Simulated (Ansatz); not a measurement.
Chalcopyrite CuGaSe2, treated with PBE-D4 (plane waves, PAW; Ansatz, a program for electronic structure).

Run with plane-wave cutoff 520 eV, 8×8×8 k mesh, Fermi–Dirac smearing 0.01 eV, no spin polarisation, scalar-relativistic PAW data made under PBE.

Cell (relaxed at this level):

Space group I-42d (No. 122); a = b = 5.587 Å, c = 11.090 Å, α = β = γ = 90.00°

| atom | site | symmetry | x | y | z |
|---|---|---|---|---|---|
| Ga | 4b | -4.. | 0.0000 | 0.0000 | 0.5000 |
| Cu | 4a | -4.. | 0.0000 | 0.0000 | 0.0000 |
| Se | 8d | .2. | 0.2430 | 0.2500 | 0.1250 |
(The calculation used a cell of 8 atoms; values per cell refer to that cell.)

Task: Predict the bulk modulus B0, band gap and pressure derivative B′ of the bulk modulus.

Result: 
- bulk modulus B0 = 69.7 GPa
- band gap = 0.18 eV (direct)
- pressure derivative B′ of the bulk modulus = 4.9

Measured, for comparison: band gap 1.67 eV (temperature not stated, no zero-point or thermal correction, direct or pseudo-direct at Γ; as tabulated in Ghosh et al. (2024), arXiv:2401.16805).

Note: the bulk modulus comes from volumes at which shape and atoms were relaxed.

Spin–orbit coupling is not included.

Static lattice: no zero-point or thermal effects.
